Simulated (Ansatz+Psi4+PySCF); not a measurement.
**doublet SH: levels of theory in one basis**

```yaml
atoms:
  - { symbol: S, position_ang: [0.0000, 0.0000, 0.0946] }
  - { symbol: H, position_ang: [0.0000, 0.0000, -1.5136] }
```

Basis set: cc-pVTZ on H; cc-pV(T+d)Z on S (spherical functions). Frozen core: 5 orbitals. Correlation on ROHF uses semicanonical orbitals with singles. Charge 0, multiplicity 2.

Computed with Ansatz (development build ahead of 0.2.0) and Psi4 1.11; each method stands on the lowest determinant of its kind that the runs found.

| method | E − E(ROHF) (eV) | <S²> of the determinant |
| --- | --- | --- |
| ROHF | 0.00 | 0.75 |
| UHF | -0.16 | 0.77 |
| ROHF-MP2 | -4.37 | – |
| UHF-MP2 | -4.34 | 0.77 |
| ROHF-CCSD | -5.07 | – |
| UHF-CCSD | -5.07 | 0.77 |

Task: What does ROHF-CCSD(T) give on the same scale?

Result: -5.26 eV.
